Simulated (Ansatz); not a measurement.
Input file:

```yaml
crystal:
  periodic: [false, false, false]
  atoms:
    - {symbol: B, position_ang: [0.000000, 0.000000, 0.000000]}
    - {symbol: C, position_ang: [0.000000, 0.000000, 1.669000]}
basis:
  gaussian: {orbitals: def2-SVP, point_charges: [{charge: -1.00, position_ang: [4.208, 0.712, 0.232]}]}
magnetization: {spin_polarized: false, initial_magnetization: 1}
correlation: {method: fic_mrcisd_q_relaxed, electrons: outside_noble_gas, active_space: {window: {electrons: 7, orbitals: 5}}}
```

```sh
$ ansatz run in.yaml --threads 1 --pin off --events-out ev --progress --plain --max-ram 2393MiB
```

The program prints:

```
292 factors; integrals over basis functions are off by at most 1.2e-3 eV
mean field evaluation 1: about -1689.8258 eV, gradient 1.3e1 eV
mean field evaluation 2: about -1689.8269 eV, gradient 1.3e1 eV
mean field evaluation 4: about -1690.7340 eV, gradient 1.7e0 eV
mean field evaluation 8: about -1691.0652 eV, gradient 1.4e0 eV
mean field evaluation 16: about -1692.5602 eV, gradient 9.8e-2 eV
mean field evaluation 32: about -1692.4737 eV, gradient 1.7e0 eV
mean field evaluation 64: about -1691.9673 eV, gradient 3.7e-4 eV
mean field evaluation 96: about -1692.5241 eV, gradient 1.6e0 eV
mean field evaluation 128: about -1692.3265 eV, gradient 4.3e0 eV
mean field -1692.56075529 eV, -62.2004604981 hartree, gradient 3.8e-6 eV, S^2 0.750000; 13 other end points of the search recorded, 0 dependent functions left out
reference -1692.56075529 eV, -62.2004604981 hartree; 6, 5 occupied and 22, 23 virtual orbitals, 292 factors
state -1693.41437478 eV, -62.2318304358 hartree
contracted CI cycle   1: correlation 0.00000000 eV, 0.0000000000 hartree, residual 1.46e1 eV
...
contracted CI cycle  11: correlation -3.75848104 eV, -0.1381216306 hartree, residual 5.77e-2 eV
contracted CI cycle  12: correlation -3.75857275 eV, -0.1381250009 hartree, residual 3.14e-2 eV
contracted CI cycle  13: correlation -3.75860202 eV, -0.1381260766 hartree, residual 2.17e-2 eV
contracted CI cycle  14: correlation -3.75861799 eV, -0.1381266634 hartree, residual 1.70e-2 eV
contracted CI cycle  15: correlation -3.75862826 eV, -0.1381270409 hartree, residual 1.27e-2 eV
contracted CI cycle  16: correlation -3.75863262 eV, -0.1381272012 hartree, residual 9.01e-3 eV
contracted CI cycle  17: correlation -3.75863494 eV, -0.1381272865 hartree, residual 5.81e-3 eV
contracted CI cycle  18: correlation -3.75863585 eV, -0.1381273199 hartree, residual 3.32e-3 eV
contracted CI cycle  19: correlation -3.75863612 eV, -0.1381273298 hartree, residual 1.66e-3 eV
contracted CI cycle  20: correlation -3.75863618 eV, -0.1381273318 hartree, residual 7.48e-4 eV
state -1693.14534346 eV, -62.2219437171 hartree; corrected -1697.31596126 eV, -62.3752110943 hartree
state -1693.41437478 eV, -62.2318304358 hartree; corrected -1697.50957191 eV, -62.3823261544 hartree
Total energy: -1697.50957191 eV, -62.3823261544 hartree
```

Natural occupations: 1.9993 1.9556 1.8282 1.0341 0.1829.

Ran on 1 thread of Arm Neoverse V2, shared host: 0.9 s wall, 0.08 GiB peak host memory.
